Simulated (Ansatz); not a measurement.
# Li2: the cost of one run

Computed with Ansatz 0.2.0, Gaussian basis. Level: the settings change from run to run.

32 further runs of the same task are left out: 17 for a known fault of the program, 11 that didn't finish, 4 set aside as unsound or not needed.

## Step 1: The system

The geometry derives from a PBE0/def2-TZVPD stationary point (not a proven minimum). One bond is set to the value named and the two fragments are kept rigid.

2 atoms, charge -1, spin multiplicity 4.

Atoms are counted from 1 here; the program's logs count them from 0.

No contacts short enough for the rule that draws bonds.

Geometry (Å):

```xyz
2
Li2
Li    0.0000    0.0000    0.0000
Li    0.0000    0.0000    2.5890
```

## Step 2: CCSDT(Q)/B on ROHF/6-31G*

File in.yaml:

```yaml
crystal:
  periodic: [false, false, false]
  atoms:
    - {symbol: Li, position_ang: [0.000000, 0.000000, 0.000000]}
    - {symbol: Li, position_ang: [0.000000, 0.000000, 2.589000]}
basis:
  gaussian: {orbitals: "6-31G*"}
total_charge: -1
magnetization: {spin_polarized: false, initial_magnetization: 3}
correlation: {method: ccsdt_q_b, electrons: all}
output: {forces: true}
```

Launch:

```console
$ ansatz run in.yaml --threads 1 --pin off --events-out ev --progress --plain --max-ram 2393MiB
```

What time and memory should one allow on 1 thread of Arm Neoverse V1, shared host?

About 27 s, with a peak of 0.42 GiB.
